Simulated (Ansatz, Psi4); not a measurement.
## Worked example: vertical ionisation energy of C4H8O2 (1,4-dioxane)

The species is C4H8O2 (14 atoms), meant as a singlet with charge 0. As SMILES, `C1COCCO1`. The coordinates come from a PBE0-D4/def2-TZVP relaxation. This is one conformer, not always the lowest.

Both states at this one shape; open shells run unrestricted unless said. 1 Eh = 27.2114 eV.

```
                             level  program  singlet C4H8O2 (Eh)  doublet [C4H8O2]+ (Eh)  HOMO of the first (eV)
                         HF/STO-3G   Ansatz          -301.981761             -301.747938                   -8.22
                          HF/3-21G   Ansatz          -304.125205             -303.808698                  -10.38
 TPSS/6-31G* (spherical functions)     Psi4          -307.697842             -307.390149                   -5.16
B3LYP/6-31G* (Cartesian functions)   Ansatz          -307.657534             -307.333491                   -6.41
```

Q: Work out the vertical ionisation energy at each level.

A: 
1. HF/STO-3G: -301.747938 − (-301.981761) = 0.233823 Eh = 6.36 eV; −ε(HOMO) = 8.22 eV.
2. HF/3-21G: -303.808698 − (-304.125205) = 0.316507 Eh = 8.61 eV; −ε(HOMO) = 10.38 eV.
3. TPSS/6-31G* (spherical functions): -307.390149 − (-307.697842) = 0.307693 Eh = 8.37 eV; −ε(HOMO) = 5.16 eV.
4. B3LYP/6-31G* (Cartesian functions): -307.333491 − (-307.657534) = 0.324043 Eh = 8.82 eV; −ε(HOMO) = 6.41 eV.

No measured value is set beside it here; the levels span 6.36 to 8.82 eV. In Hartree–Fock, −ε(HOMO) (Koopmans) exceeds the difference of totals by the orbital relaxation of the ion. In semi-local functionals −ε(HOMO) lies far under the ionisation energy, a result of self-interaction. Minimal sets are far from the basis-set limit.
